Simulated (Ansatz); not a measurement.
## Molecular dynamics, step by step

CH5MgSi (SMILES [CH3][Mg][SiH2+]) (charge +1), singlet, PBE0-D4/cc-pVDZ (Ansatz 0.2.0). Settings (timestep in fs, temperature in K; T counts 18 degrees of freedom):

```yaml
hamiltonian: {xc: pbe0, dispersion: d4}
md: {n_steps: 40, timestep: 0.5, temperature: 100, ensemble: nvt_nose_hoover, seed: 187, initial_velocities: maxwell_boltzmann}
```

Start (the SMILES describes the start alone):

C1  (-1.290, 1.666, -0.785)
Mg2  (-0.111, 0.101, -0.049)
Si3  (1.593, -2.061, 0.971)
H4  (-2.295, 1.314, -1.020)
H5  (-0.847, 2.078, -1.693)
H6  (-1.368, 2.464, -0.045)
H7  (2.876, -2.022, 1.724)
H8  (1.441, -3.541, 0.898)
(Å)

| step | time (fs) | potential energy less the start (meV) | kinetic energy (meV) | T (K) |
| --- | --- | --- | --- | --- |
| 0 | 0.00 | 0.0 | 77.6 | 100 |
| 2 | 1.00 | 1.3 | 76.3 | 98 |
| 4 | 2.00 | 3.5 | 74.3 | 96 |
| 6 | 3.00 | 0.9 | 76.8 | 99 |
| 8 | 4.00 | -2.7 | 80.3 | 104 |
| 10 | 5.00 | -1.9 | 79.5 | 103 |
| 12 | 6.00 | 1.9 | 75.8 | 98 |
| 14 | 7.00 | 2.8 | 75.0 | 97 |
| 16 | 8.00 | -2.6 | 80.3 | 104 |
| 18 | 9.00 | -10.6 | 88.2 | 114 |
| 20 | 10.00 | -12.4 | 89.8 | 116 |
| 22 | 11.00 | -2.1 | 79.6 | 103 |
| 24 | 12.00 | 13.6 | 64.2 | 83 |
| 26 | 13.00 | 21.2 | 56.7 | 73 |
| 28 | 14.00 | 17.9 | 59.7 | 77 |
| 30 | 15.00 | 14.6 | 63.0 | 81 |
| 32 | 16.00 | 18.3 | 59.3 | 77 |
| 34 | 17.00 | 24.8 | 53.0 | 68 |
| 36 | 18.00 | 25.4 | 52.5 | 68 |
| 38 | 19.00 | 16.7 | 61.1 | 79 |
| 40 | 20.00 | 4.2 | 73.4 | 95 |

Step 4, positions (Å) and forces (eV/Å):

```
atom       x       y       z      Fx      Fy      Fz
  C1  -1.292   1.667  -0.788   1.134   0.245   0.005
 Mg2  -0.111   0.101  -0.047   0.015  -0.009  -0.040
 Si3   1.592  -2.063   0.969   0.227   0.352   0.135
  H4  -2.275   1.314  -1.036  -0.942  -0.397  -0.134
  H5  -0.844   2.102  -1.703   0.032  -0.146   0.226
  H6  -1.360   2.454  -0.023  -0.021   0.022   0.069
  H7   2.908  -1.983   1.721  -0.182   0.240  -0.113
  H8   1.450  -3.543   0.922  -0.264  -0.306  -0.147
```

Step 20, positions (Å) and forces (eV/Å):

```json
{"atom": "C1", "x": "-1.285", "y": "1.671", "z": "-0.798", "Fx": "0.161", "Fy": "-0.678", "Fz": "0.353"}
{"atom": "Mg2", "x": "-0.112", "y": "0.099", "z": "-0.040", "Fx": "0.015", "Fy": "-0.089", "Fz": "-0.122"}
{"atom": "Si3", "x": "1.590", "y": "-2.067", "z": "0.966", "Fx": "-0.410", "Fy": "0.116", "Fz": "-0.182"}
{"atom": "H4", "x": "-2.276", "y": "1.283", "z": "-1.068", "Fx": "-0.056", "Fy": "0.019", "Fz": "0.031"}
{"atom": "H5", "x": "-0.820", "y": "2.145", "z": "-1.660", "Fx": "0.230", "Fy": "0.138", "Fz": "-0.321"}
{"atom": "H6", "x": "-1.359", "y": "2.384", "z": "0.026", "Fx": "-0.156", "Fy": "0.289", "Fz": "0.164"}
{"atom": "H7", "x": "2.901", "y": "-1.778", "z": "1.631", "Fx": "0.130", "Fy": "-0.121", "Fz": "0.065"}
{"atom": "H8", "x": "1.418", "y": "-3.580", "z": "0.977", "Fx": "0.087", "Fy": "0.326", "Fz": "0.013"}
```

Step 30, positions (Å) and forces (eV/Å):

```tsv
atom	x	y	z	Fx	Fy	Fz
C1	-1.275	1.663	-0.798	0.301	0.065	0.370
Mg2	-0.112	0.097	-0.036	0.038	-0.159	-0.091
Si3	1.586	-2.067	0.964	-0.727	0.901	-0.395
H4	-2.269	1.277	-1.067	0.047	0.016	-0.170
H5	-0.774	2.171	-1.650	-0.253	-0.218	0.282
H6	-1.400	2.370	0.049	0.047	-0.051	-0.290
H7	2.885	-1.675	1.565	0.403	-0.230	0.206
H8	1.407	-3.540	1.009	0.144	-0.325	0.088
```

Last step (40):

```
atom    x (Å)    y (Å)    z (Å)
  C1  -1.2606   1.6543  -0.7904
 Mg2  -0.1120   0.0937  -0.0341
 Si3   1.5778  -2.0607   0.9581
  H4  -2.2565   1.2715  -1.1017
  H5  -0.7619   2.1677  -1.6117
  H6  -1.4340   2.3632   0.0289
  H7   2.9379  -1.6308   1.5369
  H8   1.4303  -3.5532   1.0595
```

Hardware: 2 CPU threads of an Arm Neoverse V2, shared host. Wall time about 52 s.
